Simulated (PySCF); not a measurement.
Compound: C₃H₄Cl₂.
Numbering: `[CH3:1]/[C:2]([Cl:3])=[CH:4]\[Cl:5]` (hydrogens: H6, H7, H8 on C1; H9 on C4)

The same species was optimised twice, with GFN2-xTB and with PBE0-D3(BJ)/def2-SVP (PySCF), and the same property calculations (PySCF, gas phase) were run on both structures.

```tsv
coordinate	GFN2-xTB	PBE0-D3(BJ)/def2-SVP	change
C4–H9 (Å)	1.078	1.090	+0.012
C1–H6 (Å)	1.089	1.101	+0.012
C1–H8 (Å)	1.089	1.101	+0.012
C2=C4 (Å)	1.327	1.338	+0.011
C1–H7 (Å)	1.086	1.097	+0.011
C2–Cl3 (Å)	1.733	1.740	+0.007
C4–Cl5 (Å)	1.719	1.723	+0.004
C1–C2 (Å)	1.487	1.486	-0.001
C2–C4–H9 (°)	123.3	122.3	-1.0
H6–C1–H8 (°)	107.9	107.4	-0.5
C2–C4–Cl5 (°)	122.6	123.2	+0.6
Cl5–C4–H9 (°)	114.1	114.6	+0.5
C2–C1–H7 (°)	110.1	110.4	+0.3
C2–C1–H8 (°)	110.0	110.3	+0.3
C2–C1–H6 (°)	110.1	110.3	+0.2
Cl3–C2–C4 (°)	117.5	117.3	-0.2
```

Rotational constants: A = 7759, B = 1535, C = 1291 MHz (GFN2-xTB) against A = 7667, B = 1519, C = 1278 MHz (PBE0-D3(BJ)/def2-SVP). Point groups within 0.08 Å: Cs and Cs.

On the GFN2-xTB structure: HOMO (eV) -7.20 [PBE0/pcSseg-1]; LUMO (eV) -0.32 [PBE0/pcSseg-1]; dipole (D) 0.76 [PBE0/pcSseg-1]; GIAO shielding of C1 (ppm) 164.2 [PBE0/pcSseg-1]; GIAO shielding of C2 (ppm) 41.1 [PBE0/pcSseg-1]; GIAO shielding of Cl3 (ppm) 698.0 [PBE0/pcSseg-1]; GIAO shielding of C4 (ppm) 60.4 [PBE0/pcSseg-1]; GIAO shielding of Cl5 (ppm) 750.2 [PBE0/pcSseg-1].

Question: What do these properties become on the PBE0-D3(BJ)/def2-SVP structure?

Answer: 
| property | level | on GFN2-xTB | on PBE0-D3(BJ)/def2-SVP | change |
| --- | --- | --- | --- | --- |
| HOMO (eV) | PBE0/pcSseg-1 | -7.20 | -7.19 | +0.01 |
| LUMO (eV) | PBE0/pcSseg-1 | -0.32 | -0.39 | -0.07 |
| dipole (D) | PBE0/pcSseg-1 | 0.76 | 0.78 | +0.02 |
| energy, GFN2-xTB geometry as zero (kcal/mol) | PBE0/pcSseg-1 | 0.0 | -0.1 | -0.1 |
| GIAO shielding of C1 (ppm) | PBE0/pcSseg-1 | 164.2 | 162.6 | -1.6 |
| GIAO shielding of C2 (ppm) | PBE0/pcSseg-1 | 41.1 | 38.3 | -2.8 |
| GIAO shielding of Cl3 (ppm) | PBE0/pcSseg-1 | 698.0 | 690.0 | -8.0 |
| GIAO shielding of C4 (ppm) | PBE0/pcSseg-1 | 60.4 | 57.6 | -2.8 |
| GIAO shielding of Cl5 (ppm) | PBE0/pcSseg-1 | 750.2 | 745.3 | -4.9 |

The heavy atoms differ by 0.011 Å rms after alignment. Among all bonds C1–H6, C1–H7, C1–H8, C2=C4 and C4–H9 change most and about equally (+0.011 to +0.012 Å). Changes are differences of the printed values. Neither structure is proved a minimum here.
